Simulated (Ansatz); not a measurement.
The input, for Ansatz 0.2.0:

```yaml
crystal:
  periodic: [false, false, false]
  atoms:
    - {symbol: F, position_ang: [0.000000, 0.000000, 0.000000]}
    - {symbol: Mg, position_ang: [0.000000, 0.000000, 3.959000]}
basis:
  gaussian: {orbitals: 6-31G}
magnetization: {spin_polarized: true, initial_magnetization: 1}
correlation: {method: ccsdtq, electrons: outside_noble_gas}
```

```sh
$ ansatz run in.yaml --threads 1 --pin off --events-out ev --progress --plain --max-ram 2393MiB
```

Log:

```
361 factors; integrals over basis functions are off by at most 1.7e-7 eV
mean field evaluation 1: about -8129.5526 eV, gradient 2.8e1 eV
mean field evaluation 2: about -8129.5543 eV, gradient 2.8e1 eV
mean field evaluation 4: about -8131.8904 eV, gradient 8.3e0 eV
mean field evaluation 8: about -8132.4145 eV, gradient 1.0e0 eV
mean field evaluation 16: about -8135.0065 eV, gradient 2.9e-2 eV
mean field evaluation 32: about -8132.3533 eV, gradient 1.1e0 eV
mean field evaluation 64: about -8132.6135 eV, gradient 7.3e0 eV
mean field evaluation 96: about -8133.1617 eV, gradient 1.5e-1 eV
mean field evaluation 128: about -8134.8628 eV, gradient 1.2e0 eV
mean field evaluation 160: about -8132.5745 eV, gradient 7.1e0 eV
...
mean field -8135.00673206 eV, -298.9559832977 hartree, gradient 1.6e-6 eV, S^2 0.758999; 32 other end points of the search recorded, 0 dependent functions left out
determinant -8135.00673206 eV, -298.9559832977 hartree, with singles and doubles -8138.21950307 eV, -299.0740504545 hartree
determinant -8135.00495844 eV, -298.9559181183 hartree, with singles and doubles -8138.21376350 eV, -299.0738395292 hartree
determinant -8133.23165823 eV, -298.8907505374 hartree, with singles and doubles -8136.02665837 eV, -298.9934648981 hartree
determinant -8133.19394442 eV, -298.8893645807 hartree, with singles and doubles -8135.54247035 eV, -298.9756713167 hartree
determinant -8133.17626360 eV, -298.8887148225 hartree, with singles and doubles -8135.52322860 eV, -298.9749641954 hartree
determinant -8133.15171754 eV, -298.8878127714 hartree, with singles and doubles -8135.49814959 eV, -298.9740425587 hartree
determinant -8133.06921434 eV, -298.8847808345 hartree, with singles and doubles -8135.41143564 eV, -298.9708558797 hartree
determinant -8132.36736020 eV, -298.8589881708 hartree, with singles and doubles -8136.05069019 eV, -298.9943480514 hartree
determinant -8132.04464749 eV, -298.8471286974 hartree, with singles and doubles -8135.85766212 eV, -298.9872544006 hartree
determinant -8131.96090995 eV, -298.8440513994 hartree, with singles and doubles -8135.61085626 eV, -298.9781844526 hartree
determinant -8131.88456115 eV, -298.8412456329 hartree, with singles and doubles -8135.38482344 eV, -298.9698778994 hartree
determinant -8131.85992985 eV, -298.8403404493 hartree, with singles and doubles -8135.58283739 eV, -298.9771547778 hartree
determinant -8131.85139431 eV, -298.8400267740 hartree, with singles and doubles -8135.47218256 eV, -298.9730882880 hartree
determinant -8131.85033983 eV, -298.8399880226 hartree, with singles and doubles -8135.57271131 eV, -298.9767826514 hartree
determinant -8131.82251627 eV, -298.8389655258 hartree, with singles and doubles -8135.54183296 eV, -298.9756478930 hartree
determinant -8131.81110645 eV, -298.8385462226 hartree, with singles and doubles -8135.56436130 eV, -298.9764757941 hartree
determinant -8131.73475351 eV, -298.8357403036 hartree, with singles and doubles -8135.31918190 eV, -298.9674656175 hartree
determinant -8131.72014082 eV, -298.8352032974 hartree, with singles and doubles -8135.24920339 eV, -298.9648939547 hartree
determinant -8131.70835230 eV, -298.8347700773 hartree, with singles and doubles -8135.24090192 eV, -298.9645888814 hartree
determinant -8135.00673206 eV, -298.9559832977 hartree, with singles and doubles -8138.22007852 eV, -299.0740716020 hartree
determinant -8135.00495844 eV, -298.9559181183 hartree, with singles and doubles -8138.21391869 eV, -299.0738452325 hartree
6 core orbitals not correlated: weight in the atoms' cores, before any rotation towards them, 1.000 or more for the frozen orbitals, at most 0.000 for the correlated occupied ones
reference -8135.00673206 eV, -298.9559832977 hartree; 5, 4 occupied and 11, 12 virtual orbitals, 361 factors
second order -2.65926241 eV of doubles, -0.00000000 eV of singles
...
cycle  15  -3.23076026 eV  change   -1.8e-9 eV  update   8.3e-6
cycle  16  -3.23076026 eV  change   -4.4e-9 eV  update   3.0e-6
cycle  17  -3.23076027 eV  change   -3.4e-9 eV  update   7.6e-6
cycle  18  -3.23076027 eV  change   -3.1e-9 eV  update   6.3e-6
cycle  19  -3.23076027 eV  change  -2.6e-10 eV  update   4.8e-6
cycle  20  -3.23076027 eV  change    3.1e-9 eV  update   3.0e-6
cycle  21  -3.23076027 eV  change    1.4e-9 eV  update   1.5e-6
cycle  22  -3.23076027 eV  change    1.2e-9 eV  update   1.8e-6
cycle  23  -3.23076027 eV  change  -2.3e-11 eV  update   2.0e-6
cycle  24  -3.23076027 eV  change  -7.3e-10 eV  update   9.6e-7
Total energy: -8138.23749233 eV, -299.0747115476 hartree
```

For the same geometry and basis full CI lies 0.2 meV higher.

Ran on 1 thread of INTEL XEON PLATINUM 8581C, shared host: 49 s wall, 0.31 GiB peak host memory.
